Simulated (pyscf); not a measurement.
Structures and frequencies: ωB97X-D3(BJ)/def2-SVP in PySCF.

Question: For the elementary gas-phase step H₂B–CH₃ + CH₄ -> H₃C–BH–CH₃ + H₂ (singlet surface; B–H, C–H broken, B–C, H–H formed), what barrier and reaction energy does ωB97M-D3(BJ)/def2-TZVP give, measured from the separated reactants?

Answer: ΔE‡ = 1.04 eV, ΔE = +0.16 eV. Zero-point energy shifts the barrier by +0.09 eV. It is a four-centre exchange, with an imaginary mode of 1120i cm⁻¹. At the saddle there is also a short B–H contact that neither side keeps. One saddle was located; it need not be the lowest between these sides.
